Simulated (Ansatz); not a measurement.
Consider the isomerisation: `FC1CO1` → `C=C(O)F`.

Program: Ansatz. Geometries: PBE0-D4/def2-TZVP. ΔE: electronic, gas phase. CCSD(T)/CBS adds triple-zeta CCSD(T) − MP2 to the extrapolated MP2 energy (def2 sets, frozen cores). DFT in def2-TZVPP. B3LYP here is the variant with VWN-RPA as its local correlation; programs differ in this. Each species was taken in one conformer, which may not be the lowest.

| level | ΔE (kJ/mol) | difference from CCSD(T)/CBS |
| --- | --- | --- |
| PBE-D4 | -61.5 | 5.7 |
| BLYP-D4 | -75.2 | -8.0 |
| r2SCAN0-D4 | -64.5 | 2.7 |
| BHLYP-D4 | -73.2 | -6.0 |
| CAM-B3LYP-D4 | -70.2 | -3.0 |
| ωB97X-V | -54.9 | 12.3 |
| B3LYP | -73.2 | -6.0 |
| r2SCAN0 | -64.4 | 2.8 |
| RPA@PBE/def2-TZVPP | -56.3 | 10.9 |
| HF/def2-SVP | -73.6 | -6.4 |
| MP2/def2-SVP | -61.3 | 5.9 |
| MP2/def2-TZVPP | -61.1 | 6.1 |
| CCSD(T)/def2-TZVPP | -64.5 | 2.7 |
| MP2/def2-QZVPP | -62.6 | 4.6 |
| HF/CBS(def2) | -74.7 | -7.5 |
| CCSD/CBS(def2) | -67.2 | 0.0 |
| CCSD(T)/CBS | -67.2 | 0 |

Largest T1 diagnostic among the species: 0.012.

At CCSD(T), def2-SVP lies +4.0 kJ/mol from the extrapolated value and def2-TZVPP +2.7 kJ/mol. Leaving LDA and LC-ωPBE aside and taking each functional with its dispersion term where it has one, the values spread over 20.3 kJ/mol, from BLYP-D4 to ωB97X-V. LDA lies −4.2 kJ/mol from PBE without D4.
